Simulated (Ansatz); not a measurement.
Process, species as SMILES: C=CCl → C=[C-]Cl + H+
B3LYP-D3(BJ)/def2-TZVP geometries, fixed; electronic energies without zero-point terms.
Largest species:
```
C
C 1 1.3205
H 1 1.0805 2 123.94
H 2 1.0811 1 122.25 3 180.00
H 2 1.0820 4 118.23 1 180.00
Cl 1 1.7376 3 112.62 2 180.00
```

How fast the deprotonation energy converges with the basis for several methods (Ansatz, an electronic-structure program): deviation from each method's own reference, in kcal/mol. References: HF 394.38 kcal/mol, the value in aug-pcseg-3; MP2 390.01 kcal/mol, Hartree-Fock in aug-cc-pV(Q+d)Z plus the correlation part extrapolated as X^-3 from aug-cc-pV(T+d)Z and aug-cc-pV(Q+d)Z; PBE 387.58 kcal/mol, the value in aug-pcseg-3; PBE0 392.09 kcal/mol, the value in aug-pcseg-3; r2SCAN 390.17 kcal/mol, the value in aug-pcseg-3. Cartesian d functions, on some or all atoms, in 6-31+G*, 6-311G**; all else is spherical. In correlated methods cores are frozen. The proton leaves the site shown, which need not be the most acidic. No added dispersion term, no relativity. 

```csv
basis,functions,HF,MP2,PBE,PBE0,r2SCAN
pcseg-0,37,-10.45,0.27,0.30,-3.81,-4.77
pcseg-1,61,-2.04,5.95,2.51,0.51,-0.08
def2-SVP,61,7.25,17.34,12.68,9.95,9.19
6-31+G*,67,-3.17,-0.23,-2.19,-2.31,-2.89
6-311G**,81,0.64,8.85,4.32,2.68,2.13
aug-pcseg-1,100,-4.60,-2.31,-3.73,-3.89,-4.24
aug-cc-pV(D+d)Z,105,-3.83,-3.32,-2.66,-2.85,-3.34
def2-TZVP,117,1.29,3.13,3.83,2.59,2.25
def2-TZVPD,147,-0.47,-0.37,0.19,-0.07,-0.28
aug-pcseg-2,211,-0.42,1.51,-0.23,-0.26,-0.37
def2-QZVPP,274,0.37,1.95,1.56,0.98,0.90
pcseg-3,283,0.14,2.02,0.57,0.33,0.32
```

Mean absolute deviation over 6-311G**, def2-TZVP, def2-TZVPD, aug-pcseg-2: HF 0.71, r2SCAN 1.26, PBE0 1.40, PBE 2.14, MP2 3.46 kcal/mol.
